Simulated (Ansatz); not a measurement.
## A van 't Hoff estimate for SiH2(CH3)F + C2H2FN ⇌ SiH3(CH3) + C2HF2N

Gas-phase species: SiH2(CH3)F, singlet; C2H2FN (fluoroacetonitrile) `N#CCF`, singlet; SiH3(CH3) (methylsilane), singlet; C2HF2N `N#CC(F)F`, singlet. The partners trade F for H: Si–F and C–H bonds give way to Si–H and C–F.

The electronic reaction energy at CCSD(T)/CBS estimate is +210.0 kJ/mol. Shapes: PBE0-D4/def2-TZVP. Programs: Ansatz 0.2.0. Enthalpy and entropy come from rigid-rotor, harmonic-oscillator sums on unscaled PBE0-D4/def2-TZVP wavenumbers, ideal gases at 1 bar. Symmetry numbers: SiH2(CH3)F 1, C2H2FN 1, SiH3(CH3) 3, C2HF2N 1. R = 8.3145 J/(mol K).

```
T (K)  ΔH (kJ/mol)  ΔS (J/(mol K))
  500       +202.7           -11.1
  700       +203.3           -10.2
  900            ?               ?
```

Work out ln K at 500 and 700 K, and from these estimate it at 900 K.


1. 500 K: ΔG = +202.7 − 500 × (-11.1)/1000 = +208.2 kJ/mol; ln K = −ΔG/RT = -50.08.
2. 700 K: ΔG = +203.3 − 700 × (-10.2)/1000 = +210.4 kJ/mol; ln K = −ΔG/RT = -36.15.
3. Slope against 1000/T: (-36.15 − (-50.08))/(1.4286 − 2.0000) = -24.38, that is −ΔH/R with ΔH near +203 kJ/mol.
4. 900 K: ln K = -50.08 + (-24.38) × (1.1111 − 2.0000) = -28.41.

The full sums give ΔH = +203.9 kJ/mol, ΔS = -9.4 J/(mol K), ΔG = +212.4 kJ/mol and ln K = -28.38 at 900 K, so the line is off by -0.03 in ln K; without rounding the miss is -0.02, from the change of ΔH with temperature. The reactants are favoured over this whole range. An error of 10 kJ/mol in the energy moves ln K by 1.3 at 900 K. Soft modes are treated as harmonic, which can err either way at these temperatures; the lowest are those of SiH2(CH3)F (160 cm⁻¹), C2H2FN (228 cm⁻¹), SiH3(CH3) (198 cm⁻¹), C2HF2N (196 cm⁻¹). Other reactions of these species are left aside. The CBS estimate extrapolates MP2 from def2-TZVPP and def2-QZVPP and adds CCSD(T) − MP2 in the triple-zeta set, cores frozen.
